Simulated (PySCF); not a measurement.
Species: C2H5FS2.
SMILES: `CSSCF`

Level of theory: MP2 and CCSD/aug-cc-pVDZ in PySCF, restricted Hartree–Fock reference, frozen core, non-relativistic, gas phase, PBE0-D3(BJ)/def2-SVP geometry.

E(HF) = -973.16331 Eh.

How large is the problem?

168 basis functions and 58 electrons; 13 orbitals frozen, which leaves o = 16 correlated occupied and v = 139 virtual orbitals. That is o·v = 2224 singles and o·v(o·v + 1)/2 = 2474200 distinct closed-shell doubles amplitudes before symmetry; the costliest CCSD step grows as o²v⁴ = 9.6 × 10^10.

What are the MP2 and CCSD correlation energies?

MP2 -0.7846 Eh and CCSD -0.8374 Eh, which gives totals of -973.94789 and -974.00067 Eh. That is 0.712 eV for each correlated electron at CCSD (2198 kJ/mol in all, 0.086 % of the total energy); MP2 gives 93.7 % of the CCSD value.

What is the T1 diagnostic?

0.0129, below the customary warning level of 0.02. It is the norm of the spatial-orbital singles amplitudes over the root of the number of correlated electrons, so the norm is 0.073.

How does correlation change the dipole moment?

HF gives 0.65 D and CCSD (unrelaxed density) 0.58 D, a change of -0.07 D.

No triples correction and no basis-set extrapolation were made.

The job also held the EOM ionisation roots. The run took 7.3 min wall on one thread, Arm Neoverse V1 (aarch64), shared host, and the process peaked at 3.0 GiB of memory.

Conformer computed: `[CH3:1][S:2][S:3][CH2:4][F:5]`: C1–S2–S3–C4 82°, S2–S3–C4–F5 -73°.

One conformer stands for the species.
